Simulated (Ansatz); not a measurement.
Relaxation of H$_{3}$S$_{3}$ (6 atoms, charge 1, multiplicity 1), to a largest force component of 0.02 eV/Å in at most 50 steps.

These are results of RKS PBE/def2-SVP in Ansatz 0.2.0, not measurements.

```xyz
6
Properties=species:S:1:pos:R:3:forces:R:3
S -1.783 -0.013 -0.634 -0.88 0.38 0.32
S -0.248 0.953 0.423 0.04 -0.34 -0.10
S 0.864 -0.344 1.642 -0.14 0.28 0.96
H -1.042 -0.690 -1.528 0.53 -0.31 -0.36
H 0.646 1.085 -0.596 0.21 0.25 -0.20
H 1.563 -0.991 0.694 0.24 -0.26 -0.61
```

**Question.** Where does it end, and by what steps?

**Answer.** The forces met the threshold. After 4 steps the energy has fallen by 0.060 eV; H5 moved furthest, 0.10 Å.

```csv
step,energy less start (eV),largest force component (eV/Å),accepted
0,0.0000,0.958,yes
1,0.0591,1.061,no
2,-0.0574,0.107,yes
3,-0.0593,0.040,yes
4,-0.0596,0.016,yes
```

```xyz
6
Properties=species:S:1:pos:R:3
S -1.802 0.007 -0.664
S -0.248 0.930 0.419
S 0.904 -0.325 1.661
H -1.007 -0.751 -1.485
H 0.652 1.185 -0.590
H 1.501 -1.047 0.660
```

Whether the end is a true minimum wasn't checked by a vibrational analysis.

Run time: 17 s on 1 thread of Intel(R) Xeon(R) Processor @ 2.50GHz (Skylake/Cascade Lake), on a shared host, peak memory 0.13 GiB.
